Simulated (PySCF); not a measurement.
Simulated outer-valence photoelectron spectrum of `C#CC=C=S`. Computed with EOM-IP-CCSD/aug-cc-pVDZ in PySCF, restricted Hartree–Fock reference, frozen core, non-relativistic, gas phase, PBE0-D3(BJ)/def2-SVP geometry.

Each root has a Gaussian of 0.5 eV full width with its one-hole share as area; cross sections and vibrations are left out, and the highest printed point is 100.

(ionisation energy (eV), intensity): (7.8, 1), (8.0, 10), (8.2, 48), (8.4, 92), (8.6, 73), (8.8, 24), (9.0, 3), (9.2, 0), (9.4, 0), (9.6, 0), (9.8, 0), (10.0, 0), (10.2, 3), (10.4, 21), (10.6, 69), (10.8, 100), (11.0, 90), (11.2, 97), (11.4, 85), (11.6, 65), (11.8, 89), (12.0, 82), (12.2, 33), (12.4, 6), (12.6, 11), (12.8, 46), (13.0, 86), (13.2, 65), (13.4, 21), (13.6, 3), (13.8, 0), (14.0, 0), (14.2, 0), (14.4, 1), (14.6, 14), (14.8, 55), (15.0, 91), (15.2, 61), (15.4, 17), (15.6, 3), (15.8, 9), (16.0, 44), (16.2, 88), (16.4, 71), (16.6, 25), (16.8, 14), (17.0, 48), (17.2, 88), (17.4, 67), (17.6, 21), (17.8, 3)

Where are the maxima, and how many lines lie under the curve?

8 maxima, at 8.4, 10.8, 11.2, 11.9, 13.0, 15.0, 16.3 and 17.2 eV, from 8 lines.

List the lines with their holes.

```json
{"E (eV)": "8.45", "leading hole (HF orbital)": "HOMO", "area": "0.96", "Koopmans (eV)": "8.65"}
{"E (eV)": "10.77", "leading hole (HF orbital)": "HOMO-1", "area": "0.95", "Koopmans (eV)": "11.06"}
{"E (eV)": "11.28", "leading hole (HF orbital)": "HOMO-2", "area": "0.93", "Koopmans (eV)": "11.82"}
{"E (eV)": "11.89", "leading hole (HF orbital)": "HOMO-3", "area": "0.94", "Koopmans (eV)": "12.15"}
{"E (eV)": "13.04", "leading hole (HF orbital)": "HOMO-4", "area": "0.89", "Koopmans (eV)": "14.48"}
{"E (eV)": "15.01", "leading hole (HF orbital)": "HOMO-5", "area": "0.92", "Koopmans (eV)": "16.54"}
{"E (eV)": "16.25", "leading hole (HF orbital)": "HOMO-6", "area": "0.92", "Koopmans (eV)": "18.17"}
{"E (eV)": "17.24", "leading hole (HF orbital)": "HOMO-7", "area": "0.91", "Koopmans (eV)": "19.31"}
```

The widest gap, 2.32 eV, lies between 8.45 and 10.77 eV. Only orbitals with −ε under 21 eV, eight at most, were ionised, so the high end of the curve may lack lines.
